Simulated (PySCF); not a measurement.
C₂H₃O, SMILES [C](=O)C, multiplicity 2.

Coordinates come from a PBE0-D3(BJ)/def2-TZVP optimisation. The isomer is the one that the SMILES or the coordinates give; other isomers of the formula were not compared.

These are PySCF with TDA-PBE/def2-SVPD values and carry that method's errors.

Vertical excitations. The molecule is in vacuum.

Q: Give excitation energies, oscillator strengths and character. (An estimate is asked for; the answer gives what the named calculation found.)

A: 
```json
[
 {"state": "root 1", "energy (eV)": "2.36", "λ (nm)": "526", "f": "0.002", "main pairs": "α HOMO→LUMO 100 %"},
 {"state": "root 2", "energy (eV)": "4.52", "λ (nm)": "274", "f": "0.010", "main pairs": "α HOMO→LUMO+1 99 %"},
 {"state": "root 3", "energy (eV)": "5.65", "λ (nm)": "219", "f": "0.077", "main pairs": "α HOMO→LUMO+2 95 %"},
 {"state": "root 4", "energy (eV)": "6.11", "λ (nm)": "203", "f": "0.006", "main pairs": "α HOMO→LUMO+4 37 %, β HOMO→LUMO 52 %"},
 {"state": "root 5", "energy (eV)": "6.14", "λ (nm)": "202", "f": "0.021", "main pairs": "α HOMO→LUMO+3 99 %"},
 {"state": "root 6", "energy (eV)": "6.23", "λ (nm)": "199", "f": "0.042", "main pairs": "α HOMO→LUMO+4 62 %, β HOMO→LUMO 31 %"},
 {"state": "root 7", "energy (eV)": "6.63", "λ (nm)": "187", "f": "0.005", "main pairs": "α HOMO→LUMO+6 19 %, α HOMO−1→LUMO 13 %, β HOMO−1→LUMO 47 %, β HOMO→LUMO+1 18 %"},
 {"state": "root 8", "energy (eV)": "6.70", "λ (nm)": "185", "f": "0.015", "main pairs": "α HOMO→LUMO+5 99 %"},
 {"state": "root 9", "energy (eV)": "6.88", "λ (nm)": "180", "f": "0.002", "main pairs": "α HOMO→LUMO+6 79 %, β HOMO−1→LUMO 17 %"},
 {"state": "root 10", "energy (eV)": "7.06", "λ (nm)": "176", "f": "0.000", "main pairs": "α HOMO−1→LUMO 12 %, β HOMO→LUMO+1 53 %, β HOMO−1→LUMO 33 %"}
]
```
Unrestricted roots are not spin-pure.
